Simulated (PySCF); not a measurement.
PySCF input (BP86/def2-TZVPD):

```python
from pyscf import gto, scf, dft

mol = gto.M(
    atom='''
    O     0.06462128    0.00157913    0.02700513
    H     0.00178962    0.80279151   -0.53584283
    H     0.01908461   -0.83637053   -0.48137831
    H    -0.53784446    0.02094599    0.80118010
    ''',
    basis='def2-tzvpd',
    charge=1,
    spin=0,
    verbose=4,
)

mf = dft.RKS(mol, xc='bp86').density_fit(auxbasis='def2-universal-jkfit')
mf.grids.level = 3
mf.conv_tol = 1e-9
mf.max_cycle = 100
mf.max_memory = 1500
mf.kernel()
if not mf.converged:
    mf = mf.newton()
    mf.kernel(mf.make_rdm1())
mf.analyze()
```

Output:

```
PySCF version 2.14.0

[INPUT] verbose = 4
[INPUT] num. atoms = 4
[INPUT] num. electrons = 10
[INPUT] charge = 1
[INPUT] spin (= nelec alpha-beta = 2S) = 0
[INPUT] symmetry False subgroup None
[INPUT] Mole.unit = angstrom
[INPUT] Symbol           X                Y                Z      unit          X                Y                Z       unit  Magmom
[INPUT]  1 O      0.064621280000   0.001579130000   0.027005130000 AA    0.122116521019   0.002984123215   0.051032299658 Bohr   0.0
[INPUT]  2 H      0.001789620000   0.802791510000  -0.535842830000 AA    0.003381891667   1.517056089026  -1.012596194512 Bohr   0.0
[INPUT]  3 H      0.019084610000  -0.836370530000  -0.481378310000 AA    0.036064686094  -1.580511240357  -0.909673168206 Bohr   0.0
[INPUT]  4 H     -0.537844460000   0.020945990000   0.801180100000 AA   -1.016378727015   0.039582184508   1.514010965452 Bohr   0.0

nuclear repulsion = 13.9119536616545
number of shells = 29
number of NR pGTOs = 88
number of NR cGTOs = 67
basis = def2-tzvpd
ecp = {}

******** <class 'pyscf.df.df_jk.DFRKS'> ********
method = DFRKS
initial guess = minao
damping factor = 0
level_shift factor = 0
DIIS = <class 'pyscf.scf.diis.CDIIS'>
diis_start_cycle = 1
diis_space = 8
diis_damp = 0
SCF conv_tol = 1e-09
SCF conv_tol_grad = None
SCF max_cycles = 100
direct_scf = False
XC library pyscf.dft.libxc version 7.1.2
    S. Lehtola, C. Steigemann, M. J. T. Oliveira, and M. A. L. Marques,  SoftwareX 7, 1–5 (2018)
XC functionals = bp86
    A. D. Becke,  Phys. Rev. A 38, 3098 (1988)
    J. P. Perdew,  Phys. Rev. B 33, 8822 (1986)
    J. P. Perdew,  Phys. Rev. B 34, 7406–7406 (1986)
radial grids:
    Treutler-Ahlrichs [JCP 102, 346 (1995); DOI:10.1063/1.469408] (M4) radial grids

becke partition: Becke, JCP 88, 2547 (1988); DOI:10.1063/1.454033
pruning grids: <function nwchem_prune>
grids dens level: 3
symmetrized grids: False
atomic radii adjust function: <function treutler_atomic_radii_adjust>
small_rho_cutoff = 0
Set gradient conv threshold to 3.16228e-05
Initial guess from minao.
tot grids = 43512
init E= -77.096967928821
  HOMO = -0.451986420081283  LUMO = -0.0608510164780682  gap/eV = 10.64334
cycle= 1 E= -76.7063334609403  delta_E= 0.391  |g|= 0.461  |ddm|= 1.03
  HOMO = -0.590957761561455  LUMO = -0.281193955078379  gap/eV = 8.42910
cycle= 2 E= -76.6573238349304  delta_E= 0.049  |g|= 0.708  |ddm|= 0.42
  HOMO = -0.69929754126273  LUMO = -0.304422420400016  gap/eV = 10.74510
cycle= 3 E= -76.7381567882282  delta_E= -0.0808  |g|= 0.0542  |ddm|= 0.273
  HOMO = -0.68794980701616  LUMO = -0.297059741621197  gap/eV = 10.63666
cycle= 4 E= -76.7386467409718  delta_E= -0.00049  |g|= 0.00759  |ddm|= 0.0246
  HOMO = -0.686585006636115  LUMO = -0.296836136307583  gap/eV = 10.60561
cycle= 5 E= -76.7386565516556  delta_E= -9.81e-06  |g|= 0.000393  |ddm|= 0.00351
  HOMO = -0.686642845399291  LUMO = -0.296884284042363  gap/eV = 10.60587
cycle= 6 E= -76.7386565725902  delta_E= -2.09e-08  |g|= 5.37e-05  |ddm|= 0.000164
  HOMO = -0.68665455158456  LUMO = -0.296886679878888  gap/eV = 10.60612
cycle= 7 E= -76.7386565730802  delta_E= -4.9e-10  |g|= 6.44e-06  |ddm|= 2.76e-05
  HOMO = -0.686651321731446  LUMO = -0.296885662762712  gap/eV = 10.60606
Extra cycle  E= -76.7386565730682  delta_E= 1.2e-11  |g|= 1.12e-05  |ddm|= 6.52e-06
converged SCF energy = -76.7386565730682
**** SCF Summaries ****
Total Energy =                         -76.738656573068226
Nuclear Repulsion Energy =              13.911953661654502
One-electron Energy =                 -128.504230036359644
Two-electron Energy =                   37.853619801636910
Two-electron Coulomb Energy =           47.273454976417426
DFT Exchange-Correlation Energy =       -9.419835174780520
HOMO-LUMO gap [eV] =                    10.606063803537905
**** MO energy ****
MO #1   energy= -19.2017407839094  occ= 2
MO #2   energy= -1.36301923431972  occ= 2
MO #3   energy= -0.887177255854732 occ= 2
MO #4   energy= -0.88717672118451  occ= 2
MO #5   energy= -0.686651321731446 occ= 2
MO #6   energy= -0.296885662762712 occ= 0
MO #7   energy= -0.204451515615603 occ= 0
MO #8   energy= -0.204451244690456 occ= 0
MO #9   energy= -0.126896785441379 occ= 0
MO #10  energy= -0.109963678712005 occ= 0
MO #11  energy= -0.109963406248519 occ= 0
MO #12  energy= -0.066236107685501 occ= 0
MO #13  energy= -0.0380560352557814 occ= 0
MO #14  energy= -0.0380552979907122 occ= 0
MO #15  energy= 0.00938894420073657 occ= 0
MO #16  energy= 0.0304186360127518 occ= 0
MO #17  energy= 0.0304189797082221 occ= 0
MO #18  energy= 0.082148871169818  occ= 0
MO #19  energy= 0.103917362106471  occ= 0
MO #20  energy= 0.10391752580185   occ= 0
MO #21  energy= 0.104424617690919  occ= 0
MO #22  energy= 0.182205590258783  occ= 0
MO #23  energy= 0.18220596748752   occ= 0
MO #24  energy= 0.201835255266177  occ= 0
MO #25  energy= 0.231599198488332  occ= 0
MO #26  energy= 0.231601559614763  occ= 0
MO #27  energy= 0.305001680240643  occ= 0
MO #28  energy= 0.405194393910433  occ= 0
MO #29  energy= 0.405194822033888  occ= 0
MO #30  energy= 0.438741613977031  occ= 0
MO #31  energy= 0.572485396912431  occ= 0
MO #32  energy= 0.572487321065888  occ= 0
MO #33  energy= 0.659980547783235  occ= 0
MO #34  energy= 1.17247565287257   occ= 0
MO #35  energy= 1.17247632801986   occ= 0
MO #36  energy= 1.25034714745807   occ= 0
MO #37  energy= 1.26083295448124   occ= 0
MO #38  energy= 1.26500026646051   occ= 0
MO #39  energy= 1.26500151250891   occ= 0
MO #40  energy= 1.50719613187774   occ= 0
MO #41  energy= 1.50719764873028   occ= 0
MO #42  energy= 1.61753722787173   occ= 0
MO #43  energy= 1.9543182017815    occ= 0
MO #44  energy= 1.96244120689422   occ= 0
MO #45  energy= 1.96244691811279   occ= 0
MO #46  energy= 2.25660713301947   occ= 0
MO #47  energy= 2.25660782705031   occ= 0
MO #48  energy= 2.34113163822417   occ= 0
MO #49  energy= 2.35800296539729   occ= 0
MO #50  energy= 2.35800447965216   occ= 0
MO #51  energy= 2.61955060083194   occ= 0
MO #52  energy= 3.18603611269378   occ= 0
MO #53  energy= 3.51161044562413   occ= 0
MO #54  energy= 3.5116120891886    occ= 0
MO #55  energy= 4.78591884994123   occ= 0
MO #56  energy= 4.96099040257121   occ= 0
MO #57  energy= 4.96099063518084   occ= 0
MO #58  energy= 5.06143116351929   occ= 0
MO #59  energy= 5.40653305195709   occ= 0
MO #60  energy= 5.40653315388138   occ= 0
MO #61  energy= 5.80136260582012   occ= 0
MO #62  energy= 5.98558571099533   occ= 0
MO #63  energy= 5.98558724402288   occ= 0
MO #64  energy= 6.45394970288522   occ= 0
MO #65  energy= 6.47110580476662   occ= 0
MO #66  energy= 6.47110613811409   occ= 0
MO #67  energy= 42.9727513169282   occ= 0
 ** Mulliken pop on meta-lowdin orthogonal AOs  **
 ** Mulliken pop  **
pop of  0 O 1s            1.99993
pop of  0 O 2s            1.49802
pop of  0 O 3s            0.00095
pop of  0 O 4s            0.00142
pop of  0 O 5s            0.00026
pop of  0 O 6s            0.00000
pop of  0 O 2px           1.85529
pop of  0 O 2py           1.44515
pop of  0 O 2pz           1.51657
pop of  0 O 3px           0.00119
pop of  0 O 3py           0.00703
pop of  0 O 3pz           0.00601
pop of  0 O 4px           0.00083
pop of  0 O 4py           0.00103
pop of  0 O 4pz           0.00100
pop of  0 O 5px           0.00033
pop of  0 O 5py           0.00010
pop of  0 O 5pz           0.00014
pop of  0 O 3dxy          0.00116
pop of  0 O 3dyz          0.00339
pop of  0 O 3dz^2         0.00025
pop of  0 O 3dxz          0.00385
pop of  0 O 3dx2-y2       0.00340
pop of  0 O 4dxy          0.00020
pop of  0 O 4dyz          0.00002
pop of  0 O 4dz^2         0.00013
pop of  0 O 4dxz          0.00024
pop of  0 O 4dx2-y2       0.00022
pop of  0 O 5dxy          0.00002
pop of  0 O 5dyz          0.00065
pop of  0 O 5dz^2         0.00024
pop of  0 O 5dxz          0.00029
pop of  0 O 5dx2-y2       0.00044
pop of  0 O 4f-3          0.00030
pop of  0 O 4f-2          0.00001
pop of  0 O 4f-1          0.00004
pop of  0 O 4f+0          0.00012
pop of  0 O 4f+1          0.00043
pop of  0 O 4f+2          0.00095
pop of  0 O 4f+3          0.00007
pop of  1 H 1s            0.52647
pop of  1 H 2s            0.00806
pop of  1 H 3s            0.00765
pop of  1 H 2px           0.00074
pop of  1 H 2py           0.00161
pop of  1 H 2pz           0.00088
pop of  1 H 3px           0.00081
pop of  1 H 3py           0.00143
pop of  1 H 3pz           0.00179
pop of  2 H 1s            0.52647
pop of  2 H 2s            0.00806
pop of  2 H 3s            0.00765
pop of  2 H 2px           0.00076
pop of  2 H 2py           0.00165
pop of  2 H 2pz           0.00082
pop of  2 H 3px           0.00081
pop of  2 H 3py           0.00134
pop of  2 H 3pz           0.00189
pop of  3 H 1s            0.52647
pop of  3 H 2s            0.00806
pop of  3 H 3s            0.00765
pop of  3 H 2px           0.00071
pop of  3 H 2py           0.00063
pop of  3 H 2pz           0.00190
pop of  3 H 3px           0.00040
pop of  3 H 3py           0.00256
pop of  3 H 3pz           0.00107
 ** Mulliken atomic charges  **
charge of    0O =     -0.35168
charge of    1H =      0.45056
charge of    2H =      0.45056
charge of    3H =      0.45056

WARN: System has nonzero charge 1; the dipole moment is origin-dependent.
Location of origin: [0. 0. 0.]

Dipole moment(X, Y, Z, Debye): -1.20730, -0.02950, -0.50453
```
